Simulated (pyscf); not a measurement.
HO–In(Cl)–Cl (SMILES [OH][In]([Cl])[Cl]) + SiH₄ (SMILES [SiH4]) → Cl–InH–Cl (SMILES [Cl][InH][Cl]) + HO–SiH₃ (SMILES O[SiH3]) (four-centre exchange; singlet surface; In–O, H–Si broken, H–In, O–Si formed). PySCF, gas phase, ωB97X-D3(BJ)/def2-SVP geometries. Energies in kcal/mol from the separated reactants.

```csv
level,barrier,reaction energy
ωB97X-D3(BJ)/def2-TZVP,-4.0,-15.9
PBE/def2-TZVP,[?],[?]
r²SCAN/def2-TZVP,[?],-16.2
B3LYP-D3(BJ)/def2-TZVP,0.4,-16.5
M06-2X/def2-TZVP,-2.2,-16.7
ωB97M-D3(BJ)/def2-TZVP,-0.3,-17.5
```

What belongs in the gaps?


- PBE/def2-TZVP, barrier: 1.5
- PBE/def2-TZVP, reaction energy: -14.4
- r²SCAN/def2-TZVP, barrier: -1.1

On the reactant side the descent ends in a complex, 8.0 kcal/mol under the separated species and 4.0 kcal/mol under the saddle at ωB97X-D3(BJ)/def2-TZVP. On the product side the descent ends in an adduct with a In–O contact (not fully relaxed), 19.1 kcal/mol under the separated species and 31.1 kcal/mol under the saddle at ωB97X-D3(BJ)/def2-TZVP. At ωB97X-D3(BJ)/def2-TZVP, r²SCAN, M06-2X, ωB97M-D3(BJ) the saddle lies under the separated reactants, which points to a path from their complex (located at ωB97X-D3(BJ) alone). What is counted as broken (In–O) persists as a longer contact in the product adduct; parting that adduct is a step of its own. One saddle was located; it need not be the lowest between these sides. Elements past Kr carry the def2 core potentials, without spin-orbit coupling.
